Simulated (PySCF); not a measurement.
# Property card for `CC#C[CH][S-]` [radical]

Compound: C4H4S (charge -1 and doublet state).
Structure used (GFN2-xTB), in Å, numbered top down from 1:
```
atom  x, y, z in Å
C1    -1.8157    0.1654   -0.1576
C2    -0.3826   -0.0034   -0.3198
C3     0.8170   -0.1738   -0.4549
C4     2.1686   -0.3090   -0.6152
S5     3.2195    0.9749   -1.0276
H6    -2.1389   -0.1034    0.8571
H7    -2.0959    1.2076   -0.3373
H8    -2.3765   -0.4620   -0.8634
H9     2.6179   -1.2904   -0.4754
```

GFN2-xTB geometry:

| Quantity | Value |
| --- | --- |
| Point group of the GFN2-xTB geometry | Cs |
| Rotational constants A, B, C of the GFN2-xTB geometry | 23.392, 1.496, 1.419 GHz |

**UKS B3LYP, pcH-1 on C H S, non-relativistic, mean-field spin-orbit, GIAO (PySCF)**

| Property | Result |
| --- | --- |
| Isotropic g value | 2.01084 |
| Principal g values | 2.00190, 2.01147, 2.01916 |
| Spin squared ⟨S²⟩ | 0.758 |
| Largest Mulliken spin population | 0.43 on C4 |
| Largest isotropic hyperfine couplings (means over sets of like nuclei) | 13C -42.1 (C3), 13C +41.7 (C4), 1H -33.9 (H9), 1H +28.8 (H6/H7/H8), 13C +28.5 (C2) MHz |

Monoisotopic mass of the ion (most abundant isotopes, electron mass counted): 84.0039 u.

With B = h/(8π²I), that is 505.379 GHz u Å² over I, the principal moments of inertia are 21.6, 337.8 and 356.2 u Å² (most abundant isotopes); the inertial defect Ic − Ia − Ib is -3.2 u Å² (zero for a rigid planar frame, negative otherwise). At 9.50 GHz, hν = g·μB·B₀ (B₀ the magnetic field) puts the centre of the isotropic spectrum, to first order, at 337.5 mT. The rotational constants make it an asymmetric top with κ = (2B − A − C)/(A − C) = -0.99, nearer the prolate limit (−1). g_iso is shifted by about +8520 ppm from the free-electron value 2.002319; the principal values span 0.0173. ⟨S²⟩ is 0.008 above the pure-spin value S(S + 1) = 0.75.

Geometry: GFN2-xTB; no solvent or vibrations. Whether the extra electron is bound in the gas phase wasn't checked; a finite basis holds it in any case. Hyperfine couplings depend on the geometry, which wasn't re-optimised at a DFT level. The unpaired spin is shared among atoms: the largest Mulliken spin population is 0.43. Couplings of like nuclei are plain means over topologically equivalent atoms, as if these changed places fast (by rotation of a methyl-like group, say); in this geometry the members of some sets differ.
